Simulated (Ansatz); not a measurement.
H2P (SMILES [PH2]) moved off its minimum; all values from Ansatz (an electronic-structure program), cores frozen in correlated methods. Open shells are unrestricted.
(charge 0, multiplicity 2)
```xyz
3

P      0.03140     0.27970    -0.03758
H     -0.96492    -0.76476    -0.17010
H      1.07904    -0.85070     0.12408
```

```csv
level,largest force (eV/Å),on atom,rms difference from CCSD(T)/aug-cc-pV(T+d)Z (eV/Å),dipole (D)
HF/def2-TZVPP,2.88,P1,0.282,0.45
PBE/def2-TZVPP,1.86,P1,0.195,0.45
r2SCAN/def2-TZVPP,2.18,P1,0.033,0.49
B3LYP/def2-TZVPP,2.20,P1,0.023,0.40
wB97M-V/def2-TZVPP,2.38,P1,0.071,0.37
MP2/aug-cc-pV(T+d)Z,2.53,P1,0.141,0.41
CCSD(T)/aug-cc-pV(T+d)Z,2.24,P1,0.000,0.39
```

The differences count from one level among others, with limits of its own. Forces at CCSD(T)/aug-cc-pV(T+d)Z (eV/Å):

```json
[
 {"atom": "P1", "Fx": "0.937", "Fy": "-2.027", "Fz": "0.155"},
 {"atom": "H2", "Fx": "0.208", "Fy": "0.512", "Fz": "0.025"},
 {"atom": "H3", "Fx": "-1.145", "Fy": "1.515", "Fz": "-0.179"}
]
```
